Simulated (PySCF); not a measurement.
## Chlorine: a sound run and one with changed settings

Sound run: Cl [Ne] 3s2 3p5, Cl⁺ [Ne] 3s2 3p4. Computed with PySCF 2.14 in x2c-TZVPall (5s5p2d1f, 37 functions), with scalar relativity by spin-free X2C-1e. In the sound run the correlated levels freeze [Ne]. The sound run starts from symmetry-adapted Hartree-Fock orbitals and uses a fine grid where one is needed.

Changed run: initial guess 1e, at most 50 SCF cycles.

```
species   method  sound run (hartree)  changed run (hartree)  converged
     Cl      UHF           -460.88778             -460.88778        yes
     Cl   r2SCAN           -461.53538             -461.53538        yes
     Cl  CCSD(T)           -461.07276             -461.07276        yes
    Cl⁺      PBE           -460.90659             -460.90659        yes
    Cl⁺      MP2           -460.57638             -460.57638        yes
```

Here the plain start reaches the same solutions.
